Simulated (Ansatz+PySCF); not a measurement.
Results of a calculation; reference values are marked as such.
## Several solutions for doublet OH

```xyz
2

O     0.0000    0.0000   -0.2170
H     0.0000    0.0000    1.7359
```

Basis set: cc-pVDZ (spherical functions). Charge 0, multiplicity 2.

UHF was run from several starts with Ansatz (development build ahead of 0.2.0) and PySCF 2.14.0.

```
run  program                                 start  converged  energy (hartree)  <S²>
  A   Ansatz               stability test followed        yes         -75.29277  1.66
  B    PySCF    guess atom, instabilities followed        yes         -75.25847  1.63
  C    PySCF                      program defaults        yes         -75.18287  0.76
  D   Ansatz               atomic start, no search        yes         -75.29277  1.66
  E    PySCF   guess minao, instabilities followed        yes         -75.29277  1.66
  F   Ansatz           search for the lowest state        yes         -75.29277  1.66
  G    PySCF      guess 1e, instabilities followed        yes         -75.25847  1.63
  H    PySCF  guess huckel, instabilities followed        yes         -75.25847  1.63
```

(1) Which runs reached the lowest solution of this kind, and what is wrong with the others?

## Answers

(1) A, D, E, F reached the lowest solution found. Converged but too high: B by 0.93 eV, C by 2.99 eV, G by 0.93 eV, H by 0.93 eV. Convergence only shows a stationary point, and even a stable one can lie too high; stability tests and further starts are what find lower ones. Caution: the unrestricted determinant is a mixture of spin states.
